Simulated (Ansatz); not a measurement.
# The nitrogen atom (quartet): wave-function methods side by side, def2-TZVPP

Aim: climb from Hartree-Fock through coupled cluster and multireference methods for the nitrogen atom (quartet) at one geometry and basis, and see what each rung misses.

Method: def2-TZVPP, core rule «outside noble gas», up to 1 orbitals frozen; program: Ansatz 0.2.0, Gaussian basis.

Plan: UHF; CCSD(T) on ROHF; CCSD(T) on UHF; BCCD(T) on ROHF; CISD; CCSDT(Q) on ROHF; CCSDT(Q) on UHF; CISDTQ; CASSCF and MRCISD+Q, 5 electrons in 4 orbitals; CASSCF and MRCISD+Q(relaxed), 5 electrons in 4 orbitals; CASSCF and NEVPT4(SD), 5 electrons in 4 orbitals; CASSCF and NEVPT2, 5 electrons in 4 orbitals.

## (1) The atom

A free atom, in its lowest state of this spin that the program finds.

1 atom, charge 0, spin multiplicity 4.

## (2) UHF

File in.yaml:

```yaml
crystal:
  periodic: [false, false, false]
  atoms:
    - {symbol: N, position_ang: [0.000000, 0.000000, 0.000000]}
basis:
  gaussian: {orbitals: def2-TZVPP}
magnetization: {spin_polarized: true, initial_magnetization: 3}
hamiltonian: {xc: hf}
output: {orbitals: {seedname: orbitals}}
```

Command:

```sh
> ansatz run in.yaml --threads 1 --pin off --events-out ev --progress --plain --max-ram 2393MiB
```

After this run come: CCSD(T) on ROHF; CCSD(T) on UHF; BCCD(T) on ROHF; CISD; CCSDT(Q) on ROHF; CCSDT(Q) on UHF; CISDTQ; CASSCF and MRCISD+Q, 5 electrons in 4 orbitals; CASSCF and MRCISD+Q(relaxed), 5 electrons in 4 orbitals; CASSCF and NEVPT4(SD), 5 electrons in 4 orbitals; CASSCF and NEVPT2, 5 electrons in 4 orbitals.

Before running them: what should the planned runs give, taken together? Wanted: UCCSDT(Q) below the RHF energy; RMP2 from UCCSDT(Q); UMP2 from UCCSDT(Q); RCCSD from UCCSDT(Q); RCCSD(T) from UCCSDT(Q); UCCSD(T) from UCCSDT(Q); RCCSDT(Q) from UCCSDT(Q); NEVPT2 valence from UCCSDT(Q); NEVPT4(SD) valence from UCCSDT(Q).

**Answer**, as computed:

| quantity | value |
| --- | --- |
| UCCSDT(Q) below the RHF energy | -3.1876 eV |
| RMP2 from UCCSDT(Q) | +12.04 kcal/mol |
| UMP2 from UCCSDT(Q) | +11.74 kcal/mol |
| RCCSD from UCCSDT(Q) | +1.76 kcal/mol |
| RCCSD(T) from UCCSDT(Q) | +0.31 kcal/mol |
| UCCSD(T) from UCCSDT(Q) | +0.24 kcal/mol |
| RCCSDT(Q) from UCCSDT(Q) | +0.07 kcal/mol |
| NEVPT2 valence from UCCSDT(Q) | +13.33 kcal/mol |
| NEVPT4(SD) valence from UCCSDT(Q) | +0.73 kcal/mol |
| MRCISD+Q valence from UCCSDT(Q) | -0.12 kcal/mol |
| levels within 1 kcal/mol (43 meV) | RCCSD(T), UCCSD(T), BCCD(T), RCCSDT, UCCSDT, CISDTQ, RCCSDT(Q), NEVPT4(SD) valence, MRCISD+Q valence, MRCISD+Q(relaxed) valence |
| T1 diagnostic | 0.015 |
| effectively unpaired electrons | 3.00 |

RCCSD(T) misses by +0.31 kcal/mol, 0.4 % of the correlation energy. One determinant dominates. Of the multireference levels listed MRCISD+Q valence comes nearest in total energy (-0.12 kcal/mol), which doesn't show that its space is the better one. These misses are within one basis, not against nature; the frozen cores of restricted and unrestricted runs differ, which can shift their rows.
